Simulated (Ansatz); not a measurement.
**RPA@PBE/def2-SVPD run of BH2ClO (SMILES OBCl)**

What is the energy change on altering one bond length of BH2ClO at RPA@PBE/def2-SVPD? 

The calculation is run with Ansatz 0.2.0.

64 further runs of the same task are left out: 64 set aside as unsound or not needed.

### Step 1. The structure to begin with

BH2ClO: 5 atoms, total charge 0, spin state singlet. SMILES: `OBCl`. The shape is that of a PBE0-D4/def2-TZVP optimisation. This is one conformer, not always the lowest.

Bond lengths: O1–B2 1.340 Å, B2–Cl3 1.766 Å, O1–H4 0.963 Å, B2–H5 1.189 Å. Angles: O1–B2–Cl3 121.0°, O1–B2–H5 119.8°, Cl3–B2–H5 119.2°, B2–O1–H4 113.9°.

### Step 2. A single-point energy at RPA@PBE/def2-SVPD

Input file in.yaml:

```yaml
crystal:
  periodic: [false, false, false]
  atoms:
    - symbol: O
      position_ang: [-0.863300, -0.618600, -0.002900]
    - symbol: B
      position_ang: [0.379000, -0.137200, 0.137900]
    - symbol: Cl
      position_ang: [0.788600, 1.496000, -0.395300]
    - symbol: H
      position_ang: [-1.477700, 0.001200, -0.409700]
    - symbol: H
      position_ang: [1.223300, -0.815100, 0.628600]
basis:
  gaussian:
    orbitals: def2-SVPD
hamiltonian:
  xc: pbe
correlation:
  method: rpa
  frozen_orbitals: {B: 1, Cl: 5, H: 0, O: 1}
accuracy: high
```

The run is started by

```bash
$ ansatz run in.yaml --threads 1 --pin off --max-ram 3480MiB --events-out events.jsonl --progress --plain --runs-dir runs
```

Output:

```text
Warning: RAYON_NUM_THREADS=1 ignored (pool sized by the plan → 1); use --threads N
Functional definition: PBE
  name "PBE"
  parameter kappa = 0.804
  parameter beta = 0.06672455060314922
  exchange = pbe_x(kappa = kappa, mu = beta*pi^2/3)
  correlation = pbe_c(beta = beta)
1663 factors; integrals over basis functions are off by at most 3.7e-9 eV
mean field evaluation 1: about -15261.4589 eV, gradient 5.4e1 eV
mean field evaluation 2: about -15261.4566 eV, gradient 5.4e1 eV
mean field evaluation 4: about -15266.4554 eV, gradient 1.3e1 eV
mean field evaluation 8: about -15266.9173 eV, gradient 4.2e-1 eV
mean field evaluation 16: about -15266.9170 eV, gradient 1.1e-5 eV
mean field -15266.91696647 eV, -561.0488502299 hartree, gradient 4.4e-8 eV, S^2 0.000000; 0 other end points of the search recorded, 0 dependent functions left out
7 core orbitals not correlated: weight in the atoms' cores, before any rotation towards them, 1.000 or more for the frozen orbitals, at most 0.000 for the correlated occupied ones
reference -15240.31154310 eV, -560.0711189547 hartree; 9, 9 occupied and 70, 70 virtual orbitals, 1663 factors
Total energy: -15258.78323716 eV, -560.7499411910 hartree
```

It took 6 s on 1 thread of Arm Neoverse V2, shared host; peak memory 0.25 GiB.

### Step 3. The distorted shape at the same level

Input file molecule.yaml:

```yaml
crystal:
  periodic: [false, false, false]
  atoms:
    - {symbol: O, position_ang: [-1.285480, -0.279626, -0.248268]}
    - {symbol: B, position_ang: [-0.043180, 0.201774, -0.107468]}
    - {symbol: Cl, position_ang: [0.366420, 1.834974, -0.640668]}
    - {symbol: H, position_ang: [-1.899880, 0.340174, -0.655068]}
    - {symbol: H, position_ang: [1.223300, -0.815100, 0.628600]}
basis:
  gaussian: {orbitals: def2-SVPD}
correlation: {method: rpa, frozen_orbitals: {B: 1, Cl: 5, H: 0, O: 1}}
accuracy: high
hamiltonian: {xc: pbe}
```

The run is started by

```bash
$ ansatz run molecule.yaml --threads 1 --pin off --max-ram 3480MiB --events-out events.jsonl --progress --plain --runs-dir runs
```

Output (excerpt; [...] marks lines left out):

```text
Warning: RAYON_NUM_THREADS=1 ignored (pool sized by the plan → 1); use --threads N
[... 6 set-up lines as earlier in the session ...]
1682 factors; integrals over basis functions are off by at most 3.9e-9 eV
mean field evaluation 1: about -15260.0742 eV, gradient 5.4e1 eV
mean field evaluation 2: about -15260.0708 eV, gradient 5.4e1 eV
mean field evaluation 4: about -15264.8061 eV, gradient 1.2e1 eV
mean field evaluation 8: about -15265.2097 eV, gradient 4.3e-1 eV
mean field evaluation 16: about -15265.2093 eV, gradient 7.3e-5 eV
mean field -15265.20928276 eV, -560.9860940108 hartree, gradient 3.7e-8 eV, S^2 0.000000; 0 other end points of the search recorded, 0 dependent functions left out
7 core orbitals not correlated: weight in the atoms' cores, before any rotation towards them, 1.000 or more for the frozen orbitals, at most 0.000 for the correlated occupied ones
reference -15238.16655683 eV, -559.9922921634 hartree; 9, 9 occupied and 70, 70 virtual orbitals, 1682 factors
Total energy: -15256.99869190 eV, -560.6843603622 hartree
```

Run time: 6.3 s. Hardware: 1 thread of Arm Neoverse V2, shared host; peak memory 0.26 GiB.

### Step 4. Summary of results

Level: RPA@PBE/def2-SVPD, 7 core orbitals frozen.

| quantity | value |
| --- | --- |
| first shape: total energy | -560.74994 Eh |
| first shape: RPA correlation energy (valence) | -678.8 mEh |
| distorted shape: total energy | -560.68436 Eh |
| distorted shape: RPA correlation energy (valence) | -692.1 mEh |
| energy change with the B2–H5 bond stretched from 1.189 to 1.783 Å | 1.785 eV |

**Reading.** With the B2–H5 bond stretched from 1.189 to 1.783 Å the energy rises by 1.78 eV (41 kcal/mol). The first shape isn't relaxed at this level, so the change isn't measured from a minimum.
